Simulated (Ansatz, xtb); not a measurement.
## C4H9NS: which of two isomers lies lower

Structure I: `C/C(S)=C/CN`, a singlet. Structure II: `C/C(S)=C\CN`, a singlet. Both are isolated molecules in the gas phase, relaxed with B3LYP/def2-SVP, each in the lowest conformer that the search found.

Quicker runs give these differences E(II) − E(I): GFN2-xTB +0.09 kcal/mol; HF/STO-3G +0.90 kcal/mol (at GFN2-xTB geometries); r2SCAN-D4/def2-SVP +1.98 kcal/mol (at GFN2-xTB geometries).

Question: Estimate E(II) − E(I) at the level CCSD(T)/def2-SVP + ΔMP2/def2-TZVPP.

Answer: Calculated at CCSD(T)/def2-SVP + ΔMP2/def2-TZVPP: E(II) − E(I) = +1.58 kcal/mol, so structure I lies lower.

How the difference moves with the method:

| level | geometry | E(II) − E(I) (kcal/mol) | departure from the last row (kcal/mol) | job, with rough time for the two |
| --- | --- | --- | --- | --- |
| GFN2-xTB | GFN2-xTB | +0.09 | −1.50 | optimisation, 0.15 s |
| HF/STO-3G | GFN2-xTB | +0.90 | −0.69 | single point, 0.32 s |
| r2SCAN-D4/def2-SVP | GFN2-xTB | +1.98 | +0.40 | single point, 2.9 s |
| B3LYP/def2-SVP | B3LYP/def2-SVP | +1.48 | −0.10 | optimisation, 50 s |
| HF/def2-SVP | B3LYP/def2-SVP | +1.84 | +0.26 | part of the CCSD(T) run |
| MP2/def2-SVP | B3LYP/def2-SVP | +1.79 | +0.21 | part of the CCSD(T) run |
| CCSD(T)/def2-SVP | B3LYP/def2-SVP | +1.66 | +0.07 | single point |
| CCSD(T)/def2-SVP + ΔMP2/def2-TZVPP | B3LYP/def2-SVP | +1.58 |  | single point, 35 s |

As drawn, both hold the same kinds of bond in the same numbers.

GFN2-xTB finds them nearly level. The largest departure from CCSD(T)/def2-SVP + ΔMP2/def2-TZVPP is that of GFN2-xTB, 1.50 kcal/mol. The last row adds to CCSD(T) the change of the MP2 difference between the two basis sets, here −0.07 kcal/mol.

With thermal terms from frequencies at re-optimised GFN2-xTB minima (ideal gas, soft modes damped towards free rotors, one conformer each, 298.15 K, 1 atm): the zero-point term adds +0.14 kcal/mol; ΔH is +1.84 and ΔG +1.40 kcal/mol.

The correlated steps freeze 10 core orbitals. Run with Ansatz 0.2.0, xtb 6.7.1; the last row on 2 threads of Intel(R) Xeon(R) 6975P-C (Granite Rapids) on a shared host.
